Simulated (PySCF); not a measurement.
Orbital picture of AlS

r²SCAN at R = 2.047 Å; basis Al 6-31G(d,p), S 6-31G(d,p); no relativity; PySCF 2.14. State: ²Σ⁺ (doublet), unpaired electrons σ ↑. Only the outer orbitals are listed, counted within each symmetry.

| spin | orbital | occ. | ε (eV) | on Al (%) | main shells (%) |
| --- | --- | --- | --- | --- | --- |
| α | 7σ | 1 | -17.21 | 13 | 86 S s |
| α | 8σ | 1 | -9.42 | 59 | 57 Al s, 33 S p |
| α | 9σ | 1 | -6.68 | 61 | 37 Al p, 37 S p, 23 Al s |
| α | 3π | 1 | -6.37 | 19 | 81 S p, 18 Al p |
| α | 3π | 1 | -6.37 | 19 | 81 S p, 18 Al p |
| α | 4π | 0 | -2.42 | 85 | 83 Al p, 15 S p |
| α | 4π | 0 | -2.42 | 85 | 83 Al p, 15 S p |
| β | 7σ | 1 | -16.81 | 13 | 86 S s |
| β | 8σ | 1 | -8.60 | 49 | 47 Al s, 42 S p, 9 S s |
| β | 3π | 1 | -6.26 | 17 | 82 S p, 16 Al p |
| β | 3π | 1 | -6.26 | 17 | 82 S p, 16 Al p |
| β | 9σ | 0 | -4.80 | 72 | 46 Al s, 28 S p, 25 Al p |
| β | 4π | 0 | -1.60 | 86 | 86 Al p, 14 S p |
| β | 4π | 0 | -1.60 | 86 | 86 Al p, 14 S p |

Problem. Which are the highest filled and the lowest empty level, where do they sit, and how wide is the gap?

Solution. Highest filled β 3π at -6.26 eV (in %: 82 S p, 16 Al p); lowest empty β 9σ at -4.80 eV (in %: 46 Al s, 28 S p, 25 Al p); the gap at r²SCAN is 1.46 eV.

The bond order (Mayer) is 2.12, the ⟨S²⟩ is 0.758 and the charge on Al (Mulliken, basis-dependent) is 0.33. The charge on Al (Löwdin, basis-dependent) is 0.24. The dipole moment (positive dipole means Al(−)S(+)) is -3.94 D.

The state is the lowest determinant that a PBE0 search found; another state may lie lower at other levels.
